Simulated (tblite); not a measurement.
Compound: C6H8 (charge +1 and doublet state).
SMILES with atom numbers: `[CH2+:1][CH:2][C@:3]12[CH2:4][C@H:5]1[CH2:6]2` (hydrogens: H7, H8 on C1; H9 on C2; H10, H11 on C4; H12 on C5; H13, H14 on C6)

Geometry (GFN2-xTB, Å), atoms numbered from 1 in this order:
```
atom  x, y, z in Å
C1     2.1343    0.3814    0.6829
C2     0.9746    0.8963    0.2083
C3    -0.0838    0.1102   -0.2925
C4    -1.4275    0.5350   -0.8317
C5    -1.5033   -0.4570    0.2450
C6    -0.4097   -1.3539   -0.1576
H7     2.3221   -0.6801    0.7164
H8     2.9166    1.0275    1.0451
H9     0.8544    1.9708    0.1354
H10   -1.7970    1.5401   -0.6535
H11   -1.6274    0.2034   -1.8486
H12   -1.9203   -0.3292    1.2288
H13    0.0773   -1.9579    0.6005
H14   -0.5110   -1.8871   -1.1006
```

Level: GFN2-xTB in tblite, geometry and Hessian alike; calculated harmonic values, unscaled, isolated species. The method is semi-empirical: single wavenumbers can be off by several per cent or more. One conformer, not necessarily the lowest. Open shells enter through the occupations alone, without spin polarisation, and single modes of such species can be off by tens of per cent.

Harmonic wavenumbers (cm⁻¹): 127.8, 219.4, 237.9, 430.0, 458.1, 546.0, 641.8, 710.9, 801.4, 836.5, 869.1, 898.9, 905.3, 918.3, 951.1, 1018.2, 1031.4, 1074.9, 1082.0, 1103.5, 1201.7, 1257.9, 1308.7, 1334.3, 1393.1, 1405.6, 1464.8, 1530.0, 2985.0, 2992.9, 3048.9, 3055.5, 3056.4, 3099.1, 3115.1, 3138.7.

A = 8122, B = 2894, C = 2389 MHz; mass 80.063 u (most abundant isotopes); point group C1, symmetry number 1; spin multiplicity 2.

Task: Zero-point energy?

Result: ½Σν̃ = 25125 cm⁻¹ = 71.84 kcal/mol.

Task: What is S at 298.15 K and 1 bar for an ideal gas of classical rigid rotors and harmonic oscillators?

Result: Translation 39.08, rotation 26.15, vibration 11.24, spin (R ln 2) 1.38: S = 77.8 cal/(mol K).

Task: And Cp and H(298.15 K) − H(0)?

Result: Cp = 25.40 cal/(mol K), of which vibrations give 17.45 (their classical limit is 36 R = 71.5); H(298.15 K) − H(0) = 4.46 kcal/mol without the zero-point energy, 2.09 from vibrations.

Task: Which modes carry the vibrational entropy at 298.15 K?

Result: 127.8 cm⁻¹: 2.98; 219.4 cm⁻¹: 1.96; 237.9 cm⁻¹: 1.82; 430.0 cm⁻¹: 0.86; 458.1 cm⁻¹: 0.77; 546.0 cm⁻¹: 0.55 cal/(mol K); the other 30 give 2.29 together.

Task: Blend soft modes into free rotors: weight 1/[1 + (100 cm⁻¹/ν̃)⁴] for the oscillator and the rest for a rotor with moment μB/(μ + B), μ = h/(8π²ν), B = 10⁻⁴⁴ kg m². What vibrational entropy results?

Result: 11.15 cal/(mol K) in place of 11.24, which changes −T·S at 298.15 K by +0.03 kcal/mol.

Task: What must be added to the electronic energy to get the Gibbs energy at 298.15 K and 1 bar?

Result: ZPE + [H(298.15 K) − H(0)] − T·S = 71.84 + 4.46 − 23.21 = 53.09 kcal/mol.

Hindered rotation and anharmonicity are outside this model. Other conformers, if any are populated, would add a mixing term that is left out. The structure is chiral; the term R ln 2 for an equal mix with its mirror image is left out.
